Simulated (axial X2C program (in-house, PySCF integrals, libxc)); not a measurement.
## How long does AlC take?

A bond scan computed with an in-house all-electron X2C program for linear molecules (integrals from PySCF). Basis: Al dyall-v3z [8s8p2d1f], C dyall-v3z [7s6p2d1f] (cores contracted in-house).

The run was started with this input:
```json
{"zs": [13, 6], "q": 0, "bas": ["dyall-v3z", "dyall-v3z"], "levels": ["PBE0", "HF", "PW91"], "cc": true, "r0": 1.8, "thr": -2.0, "nmax": 90, "npts": 10, "nst": 2, "ntry": 6}
```
```bash
python so2c.py task.json out
```

Keys: zs atomic numbers; q charge; bas basis sets; levels methods; cc coupled cluster on or off; r0 starting distance in Å; thr threshold in hartree for freezing inner shells (an s shell follows its p shell); nmax most natural virtual spinors; npts points on the curve; nst determinants followed; ntry starts of the search. HF also brings MP2.

Hardware: 1 thread of Intel(R) Xeon(R) Processor @ 2.30GHz, on a shared host.

Wall time of one point of each curve, integrals apart:

```csv
Hamiltonian,level,points,seconds a point
spin-free,PBE0,10,0.22
spin-free,HF,10,0.078
spin-free,"CCSD(T) (7 electrons, 89 virtuals)",7,4
spin-free,PW91,10,0.19
2c,PBE0,10,0.22
2c,HF,10,0.15
2c,"CCSD(T) (7 electrons, 90 virtuals)",7,4.2
2c,PW91,10,0.19
```

The rest:

Search with its distance optimisation 13 s, atoms 4.4 s, whole task 89 s. Coupled cluster runs on the points near the minimum only. The program drops outer points, and coupled cluster, when its time limit (not in the input) nears; MP2, further determinants and curves that did not converge are not in the table.
